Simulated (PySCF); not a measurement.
Constitutional and geometric isomers with formula C2H3N. All species are isolated molecules in the gas phase. Strings in code marks are SMILES.

Computed with PySCF with r2SCAN-D4/def2-TZVP. All candidates: neutral, multiplicity 1. 

```json
{
 "dipole_moment": "1.46 D",
 "HOMO": "-5.96 eV",
 "HOMO–LUMO gap": "5.00 eV"
}
```

**Question.** Identify which member has these values.
A. `CC#N`
B. `C#CN`
C. `C=C=N`

**Answer.** C, `C=C=N`. The others give `CC#N`: 4.06 D, -8.35 eV, 8.44 eV; `C#CN`: 1.95 D, -5.50 eV, 6.11 eV
